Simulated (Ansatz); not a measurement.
# Two-coordinate energy map

BH4 (SMILES [BH4-]) (charge -1), closed shell, PBE0-D4/def2-TZVPD minimum:

```tsv
atom	x (Å)	y (Å)	z (Å)
B1	0.0000	0.0000	0.0000
H2	0.6901	1.0060	0.2197
H3	0.7331	-0.9973	-0.0677
H4	-0.6061	0.1408	-1.0722
H5	-0.8171	-0.1495	0.9202
```

Rows set the bond length B1–H2 (Å; 1.240 at the minimum), columns the bond length B1–H4 (Å; 1.240), set in this order; the parts move rigidly, in a bend the first-named atom's side turns in the plane, and in a torsion the whole end group turns. CCSD(T) energies count from the value at that structure, in kJ/mol. Program: Ansatz 0.2.0. Basis: def2-TZVPPD. Cores are frozen in the correlated methods.

```
B1–H2 \ B1–H4  1.017  1.093  1.204  1.334  1.478  1.633  1.797
        1.116   81.1   40.6   17.4   22.1   47.4   83.8  124.2
        1.152   72.2   31.8    8.8   13.7   39.2   75.8  116.5
        1.205   65.2   25.0    2.2    7.4   33.3   70.4  111.4
        1.267      ?   24.2    1.7    7.4   33.7   71.2      ?
        1.335   69.6   29.8    7.6   13.7   40.6   78.7  120.7
        1.409   80.7   41.1   19.3      ?   53.3      ?  134.6
        1.488   96.3   56.9   35.6   42.7   70.8  110.1  153.3
```

Question: Fill in the withheld cells. (An estimate is asked for; the value comes from the calculation.)

Answer: Computed: (1.267, 1.017): 64.3; (1.267, 1.797): 112.7; (1.409, 1.334): 25.9; (1.409, 1.633): 92.0 kJ/mol. These count from the CCSD(T) energy at the PBE0-D4 minimum.

The same grid for a cheaper method: PBE0-D4 − CCSD(T), both counted from the minimum, in kJ/mol:
```tsv
B1–H2 \ B1–H4	1.017	1.093	1.204	1.334	1.478	1.633	1.797
1.116	-0.4	-0.3	-0.1	0.0	-0.2	0.1	1.0
1.152	-0.4	-0.2	-0.1	0.0	-0.2	0.1	1.0
1.205	-0.3	-0.1	0.0	0.0	-0.2	0.2	1.0
1.267	-0.2	-0.1	0.0	0.1	-0.1	0.2	1.1
1.335	-0.1	0.0	0.0	0.1	-0.1	0.2	1.1
1.409	-0.1	0.0	0.1	0.1	-0.1	0.1	1.0
1.488	-0.3	-0.2	-0.2	-0.1	-0.4	-0.6	0.2
```

The T1 diagnostic stays at or below 0.018.

For scale, one of the runs: CCSD(T)/def2-TZVPPD, 105 basis functions (an equivalent command: `ansatz run in.yaml --threads 2`). Hardware: 2 CPU threads, shared host. Wall time about 1.5 s.
